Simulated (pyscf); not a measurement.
Optimised with ωB97X-D3(BJ)/def2-SVP in PySCF.

Q: Estimate by transition-state theory the rate constant of `[OH][SiH3]` + `[H][H]` → `[SiH4]` + `[OH2]` (singlet surface; O–Si, H–H broken, H–Si, H–O formed) at 900 K, with ωB97M-D3(BJ)/def2-TZVP energies (ideal gas, 1 atm, RRHO with modes under 100 cm⁻¹ raised to 100, one conformer, R ln 2 for chiral ones without a mode under 150 cm⁻¹; no tunnelling).

A: The electronic barrier is 52.3 kcal/mol and the thermal terms add +26.6, so ΔG‡ = 78.8 kcal/mol. With k_BT/h = 1.88e+13 s⁻¹ and RT = 1.788 kcal/mol, and a volume of 1.23e-19 cm³ per molecule at 1 atm, k = 1.6e-25 cm³ molecule⁻¹ s⁻¹. Wigner's tunnelling factor for 1315i cm⁻¹ would be 1.18. A shift of 1 kcal/mol in the barrier changes k by a factor 1.7. One saddle was located; it need not be the lowest between these sides.
